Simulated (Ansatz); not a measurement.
We consider litharge PbO, described by PBEsol (plane waves, PAW; Ansatz, a first-principles code).

Run with plane-wave cutoff 500 eV, 8×8×8 k mesh, gaussian smearing 0.02 eV, scalar-relativistic PAW data made under PBE.

Computed at the level's own relaxed cell.

### Question
Estimate the equilibrium volume per atom, equilibrium lattice constant a and lattice parameter c that the calculation returns.

### Answer

equilibrium volume per atom: 20.22 Å³/atom
equilibrium lattice constant a: 3.987 Å
lattice parameter c: 5.087 Å

Measured, for comparison: lattice constant a 3.975 Å (room temperature, not corrected to a static lattice, our sources range from 3.964 to 3.975; as tabulated in Canepa et al. (2012), arXiv:1204.2842); lattice parameter c 5.023 Å (room temperature, not corrected to a static lattice, our sources range from 4.995 to 5.023; as tabulated in Canepa et al. (2012), arXiv:1204.2842). Computed (rounded) less measured: lattice constant a +0.3 % (+0.3 % to +0.6 % over the range), lattice parameter c +1.3 % (+1.3 % to +1.8 % over the range).

Note: the cell comes from a level without a dispersion term, which matters for the spacing of layers, chains or molecules; the cell has widely spaced layers and the level no dispersion term, so their spacing and the moduli can rest on weak binding.

Spin–orbit coupling is not included; it can shift volumes and moduli of such heavy elements.

The computed numbers hold no vibrational or temperature effects.

Computing time: very roughly 90 core-seconds.
